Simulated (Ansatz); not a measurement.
Input for Ansatz (development build ahead of 0.2.0):

```yaml
crystal:
  periodic: [false, false, false]
  atoms:
    - { symbol: Na, position_ang: [0.0, 0.0, 0.0] }
    - { symbol: Cl, position_ang: [0.0, 0.0, 3.54] }
basis:
  gaussian: { orbitals: pcseg-2 }
hamiltonian:
  xc: hf
```

The input is written out in the form of the current development build from the run's settings.

The run gave:

```
Converged                       : yes
Total energy                    : -621.38624 hartree
Spin squared of the determinant : 0.000
Stability test                  : minimum among restricted orbitals
```

Caution: stretched shape with no unrestricted run beside it, a lower state can exist.
